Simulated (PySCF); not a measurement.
C₂H₂.
Bonds: C1–C2 (triple). Hydrogens: H3 on C1; H4 on C2.

Method: PBE0-D3(BJ)/def2-SVP geometry optimisation, gas phase (PySCF); density fitting, grid level 1; the optimiser is geomeTRIC in internal coordinates, started from an MMFF94s structure with every atom displaced at random (about 0.03 Å).

The end geometry, which sets the zero of energy:
```
atom  x, y, z in Å
C1     -0.5471    0.0113   -0.2113
C2      0.5890   -0.0552    0.1958
H3     -1.5585    0.0734   -0.5704
H4      1.5998   -0.1199    0.5555
```

Task: These geometries come from the run, each turned onto the end geometry. Order them by energy, lowest first.
A.
```
atom  x, y, z in Å
C1     -0.5484    0.0557   -0.2298
C2      0.6012   -0.0066    0.1868
H3     -1.5550    0.0273   -0.5527
H4      1.5855   -0.1668    0.5652
```
B.
```
atom  x, y, z in Å
C1     -0.5451    0.1075   -0.2474
C2      0.6258    0.0451    0.1791
H3     -1.6062   -0.0220   -0.5529
H4      1.6087   -0.2210    0.5907
```
C.
```
atom  x, y, z in Å
C1     -0.4982   -0.0311   -0.1913
C2      0.5445   -0.0581    0.1992
H3     -1.6209    0.1059   -0.6005
H4      1.6579   -0.1071    0.5623
```

Result: A (0.042 eV), B (0.194 eV), C (1.037 eV).

In the order of the answer:

```tsv
step	E above end (eV)	largest force (eV/Å)	rms force component (eV/Å)	rms distance from end (Å)	rms bond change (Å)	bond most changed (Å)
2	0.042	2.43	0.951	0.050	0.014	C1–H3 -0.017
1	0.194	3.05	1.248	0.107	0.034	C1≡C2 +0.039
0	1.037	17.50	7.155	0.063	0.108	C1–H3 +0.128
```

What follows is the cost of the whole optimisation. Time: 2.8 s; peak memory 0.24 GiB. Hardware: one thread, AMD EPYC 7R43 (x86_64), no GPU, shared host.
